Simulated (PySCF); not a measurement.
**Stretching SiCl⁺**

Set-up: Si STO-3G, Cl STO-3G; no relativity (PySCF 2.14). Energies in eV from Si⁺ + Cl in their ground configurations at the same level. State: ¹Σ⁺ (singlet), closed shell.

Curves on a restricted Hartree–Fock reference rise too fast on stretching and do not dissociate correctly.

All columns are RHF. A positive dipole points towards Cl; it is taken about the centre of mass and depends on that origin.

```csv
R (Å),E (eV),μ (D),Mulliken charge on Si (basis-dependent),HOMO (eV),LUMO (eV),Mayer bond order,⟨S²⟩
1.748,-1.663,-4.05,1.14,-17.99,-3.56,1.43,0.00
1.829,-2.529,-4.56,1.15,-17.95,-3.77,1.40,0.00
1.910,-2.993,-5.09,1.16,-17.86,-3.97,1.37,0.00
1.971,-3.142,-5.50,1.17,-17.76,-4.12,1.34,0.00
2.032,-3.162,-5.91,1.18,-17.62,-4.26,1.31,0.00
2.093,-3.080,-6.32,1.19,-17.44,-4.39,1.28,0.00
2.174,-2.852,-6.86,1.20,-17.16,-4.55,1.24,0.00
2.276,-2.431,-7.50,1.21,-16.75,-4.72,1.18,0.00
2.398,-1.805,-8.23,1.23,-16.16,-4.88,1.13,0.00
2.560,-0.880,-9.07,1.24,-15.42,-5.01,1.06,0.00
```

A fit through these points gives, at Re = 2.012 Å, μ = -5.77 D and dμ/dR = -6.73 D/Å; the reduced mass is 15.54 u.

Q: How strong is the fundamental in the double-harmonic approximation, I = 42.26·(dμ/dR)²/μred km/mol?

A: I = 42.26·(-6.73)²/15.54 = 123 km/mol at RHF.

For an ion De counts to the pair picked by the measured ionisation energies or electron affinities, which need not be the lowest pair at this level. Where the molecule has an RHF reference, its open-shell atoms are computed with UHF. STO-3G is very small, so such numbers show the basis as much as the molecule. Hartree–Fock leaves out correlation, which carries a large part of most bond energies and some tenths to 1 eV of ionisation energies.
